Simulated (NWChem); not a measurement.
trifluoromethane (CHF$_{3}$); SMILES FC(F)F

```xyz
5

F      0.8805     0.8805    -0.1260
C      0.0000     0.0000     0.3340
F      0.3223    -1.2028    -0.1260
F     -1.2028     0.3223    -0.1260
H      0.0000     0.0000     1.4372
```
Atoms are numbered in this order, from 1.

All runs: NWChem. Coordinates come from a PBE0/def2-SVP optimisation.

| atom | ESP charge (e) | Mulliken charge (e) |
|---|---|---|
| F1 | -0.246 | -0.18 |
| C2 | 0.751 | 0.53 |
| F3 | -0.246 | -0.18 |
| F4 | -0.246 | -0.18 |
| H5 | -0.013 | 0.00 |

Find the dipole moment that each set of point charges gives, and compare with the B3LYP/def2-SVP density's own.


1. μ = Σ q r × 4.8032 D/(e Å). ESP charges give (0.00, 0.00, 1.56) D, of length 1.56 D.
2. Mulliken charges give (0.00, 0.00, 1.19) D, of length 1.2 D.
3. The density's dipole is 1.46 D: the ESP set is off by 0.10 D in length and the Mulliken set by 0.3 D. ESP charges are fitted to the potential outside the molecule; Mulliken charges are a partition of the basis functions.
